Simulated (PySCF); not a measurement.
Reaction (SMILES): [NH+]#[C-] (C-NH) + 3 [H][H] (H2) → C (CH4) + N (NH3)
B3LYP-D3(BJ)/def2-TZVP geometries, fixed; electronic energies without zero-point terms.

Effect of the SCF energy threshold at HF/aug-cc-pVTZ with PySCF, against the last row, where the energy of full hydrogenation is -88.46 kcal/mol.

| setting | SCF cycles, largest species | largest shift of a total energy (mEh) | shift of the energy of full hydrogenation (kcal/mol) |
|---|---|---|---|
| conv_tol: 1e-4 | 4 | 0.000 | 0.000 |
| conv_tol: 1e-5 | 4 | 0.000 | 0.000 |
| conv_tol: 1e-6 | 6 | 0.000 | 0.000 |
| conv_tol: 1e-7 | 6 | 0.000 | 0.000 |
| conv_tol: 1e-11 | 8 | 0.000 | 0.000 |

Within 0.02 kcal/mol in the energy of full hydrogenation: conv_tol: 1e-4; conv_tol: 1e-5; conv_tol: 1e-6; conv_tol: 1e-7. The largest shift is 0.000 mEh in a total energy and 0.000 kcal/mol in the difference.
